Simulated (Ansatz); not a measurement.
C2H5FN2O, SMILES `C=NC(N)(O)F`. Charge 0, multiplicity 1. The structure was optimised at the PBE0-D4/def2-TZVP level. It is one conformer, not always the lowest.

```xyz
11

C    -0.306   -1.722   -0.676
N    -0.694   -0.747    0.018
C     0.006    0.506   -0.068
N     0.481    0.960    1.201
O    -0.864    1.402   -0.616
F     1.139    0.417   -0.869
H    -0.840   -2.666   -0.581
H     0.538   -1.675   -1.368
H    -0.245    0.820    1.893
H     1.298    0.430    1.477
H    -0.512    2.276   -0.412
```

Problem. What is the dipole moment at ωB97M-V/def2-TZVPP? (Best estimate.)

Solution. Ansatz gave: 1.70 D, with components (0.85, -1.02, 1.06) D in this frame, pointing from negative to positive charge.

Problem. And with PBE, r2SCAN, B3LYP? (Estimate.)

Solution. The calculation gave: PBE 1.62 D, r2SCAN 1.66 D, B3LYP 1.69 D.

Problem. Give the Mulliken charges with ωB97M-V, PBE, B3LYP in def2-TZVPP. (Estimate.)

Solution. Computed: 
```csv
atom,ωB97M-V,PBE,B3LYP
C1,-0.09,-0.09,-0.11
N2,-0.22,-0.17,-0.21
C3,0.41,0.30,0.44
N4,-0.28,-0.32,-0.33
O5,-0.26,-0.24,-0.28
F6,-0.22,-0.19,-0.24
H7,0.12,0.10,0.12
H8,0.11,0.08,0.11
H9,0.13,0.17,0.15
H10,0.12,0.15,0.14
H11,0.19,0.20,0.20
```

B3LYP here is the variant with VWN-RPA as its local correlation; programs differ in this.
